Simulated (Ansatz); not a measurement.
Ansatz (a quantum-chemistry and plane-wave program) input (CCSD(T)/cc-pV(D+d)Z): A basis named .json is the Basis Set Exchange file of that set (core-valence sets with the plain set on hydrogen).

Ansatz 0.2 input:
```yaml
crystal:
  periodic: [false, false, false]
  atoms:
    - {symbol: Cl, position_ang: [0.00000000, 0.00000000, 0.00000000]}
basis:
  gaussian:
    orbitals: cc-pV_D+d_Z.json
total_charge: -1
magnetization: {spin_polarized: false}
correlation: {method: ccsd_t, frozen_orbitals: {Cl: 1}}
scf: {lower_state_search: full}
```

Output:

```
Functional definition: HF
integrals: 0.00 GiB planned
137 factors; integrals over basis functions are off by at most 1.1e-4 eV
mean field: 0.04 GiB planned
mean field evaluation 1: about -12504.6411 eV, gradient 7.4e0 eV
mean field evaluation 2: about -12504.6536 eV, gradient 7.2e0 eV
mean field evaluation 4: about -12504.7807 eV, gradient 1.5e-1 eV
mean field evaluation 8: about -12504.7809 eV, gradient 1.0e-3 eV
mean field evaluation 16: about -12504.7809 eV, gradient 1.0e-4 eV
mean field -12504.78085893 eV, -459.5422205210 hartree, gradient 1.0e-5 eV, S^2 0.000000; 1 other end points of the search recorded, 0 dependent functions left out
1 core orbitals not correlated
reference -12504.78085893 eV, -459.5422205210 hartree; 8, 8 occupied and 14, 14 virtual orbitals, 137 factors
second order -5.30278210 eV of doubles, -0.00000000 eV of singles
coupled cluster: 0.04 GiB planned
cycle   1  -5.51664535 eV  change   -2.1e-1 eV  update   2.5e-2
cycle   2  -5.57307253 eV  change   -5.6e-2 eV  update   6.5e-3
cycle   3  -5.57543610 eV  change   -2.4e-3 eV  update   1.1e-3
cycle   4  -5.57563303 eV  change   -2.0e-4 eV  update   1.5e-4
cycle   5  -5.57559315 eV  change    4.0e-5 eV  update   2.8e-5
cycle   6  -5.57559634 eV  change   -3.2e-6 eV  update   3.8e-6
perturbative correction -0.05481014 eV, -0.0020142356 hartree
Total energy: -12510.41126541 eV, -459.7491341427 hartree
```
